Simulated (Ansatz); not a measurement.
**CH3OSi+ (SMILES C[Si+]=O): functionals against CCSD(T) at one geometry**

An exercise on one series of results from a longer session: the logs are not shown, and one member is left open.

Computed with Ansatz 0.2.0, Gaussian basis. Level: single points in def2-TZVPP.

Cores are frozen in the correlated methods.

## Starting geometry

SMILES `C[Si+]=O`, 6 atoms, charge 1, spin multiplicity 1.

Atoms are counted from 1 here; the program's logs count them from 0.

Bond lengths: C1–Si2 1.866 Å, C1–H4 1.099 Å, C1–H5 1.100 Å, C1–H6 1.083 Å, Si2–O3 1.499 Å. Angles: Si2–C1–H4 104.3°, Si2–C1–H5 102.5°, Si2–C1–H6 114.1°, H4–C1–H5 115.5°, H4–C1–H6 111.0°, H5–C1–H6 109.2°, C1–Si2–O3 177.5°.

Coordinates:

```xyz
6
CH3OSi
C    -0.4003    0.4782   -0.2934
Si    0.6831   -0.8231    0.4893
O     1.5035   -1.8849    1.1581
H     0.2069    1.3931   -0.2613
H    -1.2866    0.4741    0.3584
H    -0.7034    0.2492   -1.3072
```

Set-up of the first run:

The input, run/in.yaml:

```yaml
crystal:
  periodic: [false, false, false]
  atoms:
    - {symbol: C, position_ang: [-0.400346, 0.478245, -0.293410]}
    - {symbol: Si, position_ang: [0.683145, -0.823096, 0.489323]}
    - {symbol: O, position_ang: [1.503459, -1.884935, 1.158135]}
    - {symbol: H, position_ang: [0.206905, 1.393132, -0.261288]}
    - {symbol: H, position_ang: [-1.286597, 0.474132, 0.358385]}
    - {symbol: H, position_ang: [-0.703384, 0.249233, -1.307181]}
basis:
  gaussian: {orbitals: def2-TZVPP}
total_charge: 1
hamiltonian: {xc: pbe, dispersion: d4}
output: {forces: true}
```

Launch:

```console
$ ansatz run in.yaml --threads 2 --pin off --events-out ev --progress --plain --max-ram 3481MiB
```

Among the steps run: PBE-D4/def2-TZVPP; r2SCAN-D4/def2-TZVPP; PBE0-D4/def2-TZVPP; wB97M-V/def2-TZVPP; CCSD(T)/def2-TZVPP.

One of the session's tables, all rows but one given; the rest of the session is left out.

```
   method  RMS force component (eV/Å)  angle to CCSD(T) forces (°)
   PBE-D4                       0.411                         24.1
r2SCAN-D4                           ?                            ?
  PBE0-D4                       0.350                         52.0
  wB97M-V                       0.360                         57.9
  CCSD(T)                       0.301                    reference
```

Q: Estimate the row for r2SCAN-D4 from the others.

The run gave: RMS force component (eV/Å): 0.316; angle to CCSD(T) forces (°): 25.9. In the column «RMS force component (eV/Å)» it lies between CCSD(T) (0.301) and PBE0-D4 (0.350).
